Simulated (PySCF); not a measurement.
## Electric properties by functional and basis

Compound: cis-2,trans-4-hexadiene, C6H10.
Z-matrix (Å and degrees, PBE0-D3(BJ)/def2-SVP geometry), rows numbered from 1:
```
C 
C   1  1.4918
C   2  1.3463  1  127.33
C   3  1.4518  2  126.87  1     0.01
C   4  1.3443  3  123.92  2  -179.98
C   5  1.4898  4  125.47  3   180.00
H   1  1.1033  2  110.77  3  -121.37
H   1  1.1033  2  110.78  3   121.08
H   1  1.0982  2  113.19  3    -0.16
H   2  1.0962  1  115.48  3  -179.95
H   3  1.0961  2  117.65  1  -179.98
H   4  1.0963  3  117.84  2     0.02
H   5  1.0982  4  118.04  3     0.01
H   6  1.1035  5  111.31  4  -120.90
H   6  1.1000  5  111.68  4    -0.03
H   6  1.1036  5  111.30  4   120.83
```

PySCF, dipoles from the SCF density, polarisabilities from static response with core orbitals frozen. Geometry: PBE0-D3(BJ)/def2-SVP, one conformer, isolated molecule.

The anisotropy is √(½[(α1 − α2)² + (α2 − α3)² + (α3 − α1)²]).

```
              level  μ (D)  α (Å³)  anisotropy (Å³)
      LDA/def2-SVPD  0.373   13.06            10.90
      PBE/def2-SVPD  0.340   12.89            10.85
    B3LYP/def2-SVPD  0.317   12.62            10.54
     PBE0/def2-SVPD  0.329   12.48            10.42
BHandHLYP/def2-SVPD  0.307   12.28            10.26
CAM-B3LYP/def2-SVPD  0.313   12.38            10.16
  wB97X-D/def2-SVPD  0.332   12.40            10.10
  LC-wPBE/def2-SVPD  0.310   12.00             9.69
       HF/def2-SVPD  0.299   12.09            10.26
        PBE0/6-31G*  0.254   10.53            11.05
      PBE0/def2-SVP  0.324   11.05            10.91
     PBE0/def2-TZVP  0.321   12.22            10.81
```

The dipole runs from 0.25 D (PBE0/6-31G*) to 0.37 D (LDA/def2-SVPD). No reference polarisability is at hand; against PBE0 in the largest diffuse basis at hand (def2-SVPD) the other PBE0 rows deviate by 6-31G* -16%, def2-SVP -11%, def2-TZVP -2%. In one basis (def2-SVPD) the functionals order the polarisability from LC-wPBE (lowest) to LDA (highest), a spread of 9%. With PBE0 the polarisability is 11.27 Å³ without diffuse functions (mean of 6-31G*, def2-SVP and def2-TZVP) and 12.48 Å³ with them (def2-SVPD).
